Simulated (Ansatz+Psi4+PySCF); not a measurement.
Results of a calculation; reference values are marked as such.
## Psi4 1.11 run

```
molecule {
0 2
C 0.000000 0.000000 -0.611050
N 0.000000 0.000000 2.793350
}

set basis cc-pVTZ
set reference rohf
set scf_type pk
set mp2_type conv
set cc_type conv
set num_frozen_docc 2
energy('mp2')
```

The input is written out from the run's settings. Correlation on restricted open-shell orbitals is semicanonical, with singles.

Results

- Converged: yes
- Reference energy: -91.86341 hartree
- Correlation energy: -0.20123 hartree
- Total energy: -92.06464 hartree
- Spin squared of the determinant: 0.750
- Occupied orbitals by symmetry in an Abelian subgroup (alpha; beta): 5 A1 2 B1; 5 A1 1 B1

This is not the lowest solution: another run reaches a determinant 0.05 eV lower. Caution: bonds are stretched, where a single reference can fail; an unrestricted determinant lies well below; the determinant may break the point group; another reference gives a lower total.
